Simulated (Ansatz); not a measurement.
# Exact exchange and the vertical ionisation energy of C2H2Cl4 (1,1,2,2-tetrachloroethane)

C2H2Cl4: 8 atoms, total charge 0, spin state singlet. SMILES: `ClC(Cl)C(Cl)Cl`. The coordinates come from a PBE0-D4/def2-TZVP relaxation. This is one conformer, not always the lowest.

The vertical ionisation energy (to the doublet cation) y, in eV, basis cc-pVDZ; a is the functional's share of exact exchange. Programs: Ansatz 0.2.0.

```
functional  program     a  y (eV)
    r2SCAN   Ansatz     0   10.26
    revPBE   Ansatz     0    9.85
     B3LYP   Ansatz   0.2   10.38
      PBE0   Ansatz  0.25       ?
     BHLYP   Ansatz   0.5   10.99
```

**Question.** Fit y = c + s·a to the known rows and predict PBE0.

**Answer.** 
1. Means of the 4 rows: a = 0.1750, y = 10.370.
2. Σ(Δa)² = 0.1675, Σ(Δa·Δy) = 0.312, so the slope is 0.312/0.1675 = 1.8627.
3. Intercept: 10.370 − (1.8627) × 0.1750 = 10.044. The largest residual of the fit is 0.22.
4. PBE0: 10.044 + (1.8627) × 0.25 = 10.51 eV.

The run gave 10.56 eV, so the prediction is off by -0.05 eV, within the scatter of the fit. The rows mix families of semi-local functionals, which the line can't see.
